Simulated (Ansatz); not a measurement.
We consider tetradymite Bi₂Se₃, described by r²SCAN (Ansatz, an electronic-structure program, plane waves, PAW).

Run with plane-wave cutoff 560 eV, 10×10×10 k mesh, Fermi–Dirac smearing 0.01 eV, scalar-relativistic PAW data made under PBE.

Cell (measured lattice):

Bi2Se3 is taken in the trigonal space group R-3m, hexagonal axes (No. 166), Pearson symbol hR5. Cell: a = 4.143 Å, b = 4.143 Å, c = 28.636 Å, α = 90.00°, β = 90.00°, γ = 120.00°. Bi on 6c is coordinated by 3 Se at 2.851 Å and 3 Se at 3.075 Å (octahedral). Se1 on 3a is coordinated by 6 Bi at 3.075 Å (octahedral). Se2 on 6c sees 3 Bi at 2.851 Å (trigonal pyramidal). (Neighbours: up to the widest gap in distance over summed covalent radii, below 1.35, at either atom; cation-cation and far metal-metal contacts left out.)
(The calculation used a cell of 5 atoms; values per cell refer to that cell.)

Task: Estimate the band gap that the calculation returns.

Result: 
band gap: 0.49 eV

Measured, for comparison: band gap 0.3 eV (temperature not stated, no zero-point or thermal correction; as tabulated in Park and Ryu (2016), arXiv:1610.06451).

Note: cell and atoms aren't relaxed at this level (largest force component 0.08 eV/Å, pressure 1.4 GPa).

Spin–orbit coupling is not included; with these elements it can move the gap by several tenths of an eV or more.

Static lattice: no zero-point or thermal effects.

Computing time: roughly 120 core-seconds.
